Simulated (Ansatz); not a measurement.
Working through a polarisability from point charges of C₂H, SMILES [C]#C

With Ansatz 0.2.0, Python API.

Notebook, run cell by cell (the value of a cell's last expression is shown):

```python
import ansatz
from ase import Atoms
import numpy as np
```

```python
atoms = Atoms(["C", "C", "H"], positions=[
    [0.61115, 0.86989, 0.43227],
    [-0.02371, -0.03368, -0.01621],
    [-0.58744, -0.83621, -0.41607],
])
system = ansatz.Crystal.molecule_from_ase(atoms)

calculation = (
    system.calculation()
    .basis(gaussian="aug-cc-pVDZ")
    .functional("PBE", dispersion="d4")
    .spin("collinear", total=1)
    .forces()
)
# charges +q and -q at -R and +R make a nearly even field 2 k q / R^2 at the centre
centre = np.mean([site.position_ang for site in system.cartesian_sites], axis=0)
field = 2 * 14.399645 * 4.0 / 30.0 ** 2
```

```python
def dipole(axis, sign):
    arm = 30.0 * np.eye(3)[axis]
    pair = [{"charge": sign * 4.0, "position_ang": (centre - arm).tolist()}, {"charge": -sign * 4.0, "position_ang": (centre + arm).tolist()}]
    deck = calculation.input().set(ansatz.key.basis.gaussian.point_charges, pair)
    return np.array(ansatz.Session.from_dict(deck).plan().execute().report["charge_distribution"]["dipole_moment_e_ang"])
```

```python
print(f"field {field:.4f} V/A")
alpha = np.array([(dipole(axis, 1) - dipole(axis, -1)) / (2 * field) * 14.399645 for axis in range(3)])
print("polarisability tensor (A^3)")
print(np.array2string(alpha, precision=3, suppress_small=True))
print(f"mean {np.trace(alpha) / 3:.3f} A^3 = {np.trace(alpha) / 3 / 0.14818471:.2f} bohr^3")
```

    field 0.1280 V/A
    polarisability tensor (A^3)
    [[3.564 0.277 0.135]
     [0.272 3.769 0.188]
     [0.136 0.194 3.457]]
    mean 3.597 A^3 = 24.27 bohr^3

Caveats:
- The geometry is a force-field or estimated start, not a minimum of this method, and the basis set is short of its limit. The field of two point charges is only nearly even.
- The species is open-shell (spin multiplicity 2).
- Timing: 8.3 s on 1 thread of Arm Neoverse V2, with other jobs on the host, peak memory 0.17 GiB.

(Lines on the test bed's own set-up are left out of the output.)
